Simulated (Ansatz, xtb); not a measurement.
**A geometry optimisation of NO2 with r2SCAN-D4/def2-SVP**

The starting geometry of this gas-phase doublet has its atoms placed at random.

```xyz
3

N     1.3083    0.2383    0.8513
O     0.1818    0.5625   -0.1992
O    -0.8150    0.4742   -1.2059
```

One run relaxed it with r2SCAN-D4/def2-SVP. What is a likely outcome?

It ends as a structure given below by its coordinates. Contacts that close: N1–O2 (1.57 → 1.21 Å).

The energy falls by 2.76 eV over 8 steps:

```json
{"step": "1", "E − E(last) (eV)": "2.755"}
{"step": "2", "E − E(last) (eV)": "1.553"}
{"step": "3", "E − E(last) (eV)": "0.279"}
{"step": "4", "E − E(last) (eV)": "0.039"}
{"step": "5", "E − E(last) (eV)": "0.004"}
{"step": "6", "E − E(last) (eV)": "0.001"}
{"step": "7", "E − E(last) (eV)": "0.000"}
{"step": "8", "E − E(last) (eV)": "0.000"}
```

Final geometry (Å):

```xyz
3

N     1.0304    0.1711    0.5618
O     0.2318    0.8020   -0.1002
O    -0.5871    0.3019   -1.0153
```

From the same start GFN2-xTB reaches the same bonding as this run.

From so rough a start the end depends on the optimiser's path, so another program may land elsewhere. No frequencies were run, so the end isn't proven a minimum. Open shells are spin-unrestricted. Run with Ansatz 0.2.0, 20 s on 2 threads of Intel(R) Xeon(R) Platinum 8259CL CPU @ 2.50GHz (Skylake/Cascade Lake), on a shared host.
